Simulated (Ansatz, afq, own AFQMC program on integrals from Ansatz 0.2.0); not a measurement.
## B$_{2}$H, doublet in 6-31G, levels against full CI

```xyz
3

B    -0.3970    0.0000    0.5810
B     0.3781    0.0000   -0.7297
H     0.2024    0.0000    1.5945
```

Connectivity, by distances: BH–B.

Basis 6-31G. Noble-gas cores (and the filled d shells of Ga–Kr and In–Xe) are frozen. AFQMC by an in-house program on the Cholesky factors that Ansatz 0.2.0 writes for its CCSD(T) run. The CISD trial takes its coefficients from CCSD amplitudes. Released means that phaseless walkers are propagated on without the constraint, phases kept. Uncertainties: one standard error, sampling alone.

Determinant: ROHF, the one that the program's search chose, which needn't be the lowest solution. The geometry is a point of a scan.

Full CI is exact in this basis; its frozen core comes from its own orbitals, which moves totals by up to a few meV.

Cautions: a spin-contaminated unrestricted determinant lies lower (UHF 1.59 eV lower, ⟨S²⟩ 1.71); the search met a lower determinant of the same kind, perhaps of another symmetry (147 meV lower), and this one is a saddle point; strong correlation (T1 0.100, weight of the determinant 0.74, largest double 0.31); (T) is large, 8 % of the CCSD correlation; the released energies are still falling, so no released level is given (meV from the phaseless value at times in 1/Eh: -8 ± 4 at 0.24, -13 ± 3 at 0.51, -25 ± 3 at 0.99, -37 ± 3 at 1.62, -41 ± 6 at 2.40); the ph-AFQMC/HF walk drifts between its halves (2.0 errors); CCSDTQ on the UHF determinant differs (437 meV lower), perhaps since the unrestricted series falls towards higher spin; full CI with its own frozen core; a state of higher spin lies lower (by 438 meV).

```
T1 diagnostic                               : 0.1003
weight of the determinant in the CISD state : 0.741
size of the correlated space                : 7 electrons in 18 orbitals
```

Reference: full CI, correlation energy -4.026 eV. CCSDTQ lies 1.6 meV above full CI, in part by the other frozen core, which shifts every row alike, so rows that close can't be ranked against it. The cautions show a poor starting determinant, so the rows tell how each method copes with it here, and full CI is the sure value.

```json
{"level": "HF", "E − E(reference) (kJ/mol)": "388.5", "share of correlation (%)": "0.00"}
{"level": "MP2", "E − E(reference) (kJ/mol)": "143.4", "share of correlation (%)": "63.08"}
{"level": "CCSD", "E − E(reference) (kJ/mol)": "31.1", "share of correlation (%)": "91.99"}
{"level": "CCSD(T)", "E − E(reference) (kJ/mol)": "4.1", "share of correlation (%)": "98.93"}
{"level": "CCSDT", "E − E(reference) (kJ/mol)": "2.1", "share of correlation (%)": "99.47"}
{"level": "CCSDT(Q)", "E − E(reference) (kJ/mol)": "0.2", "share of correlation (%)": "99.95"}
{"level": "CCSDTQ", "E − E(reference) (kJ/mol)": "0.2", "share of correlation (%)": "99.96"}
{"level": "ph-AFQMC/HF", "E − E(reference) (kJ/mol)": "37.4 ± 2.0", "share of correlation (%)": "90.36"}
{"level": "ph-AFQMC/CISD", "E − E(reference) (kJ/mol)": "9.1 ± 0.4", "share of correlation (%)": "97.66"}
```

CCSDT and higher add their correlation energy to the determinant of the CCSD(T) run, since their own runs factorise the integrals more tightly (a shift of under 2 meV). A walk keeps the symmetry of its determinant, which the program's search chose and which needn't be the lowest solution, so a lower state of the same spin and another symmetry isn't excluded.
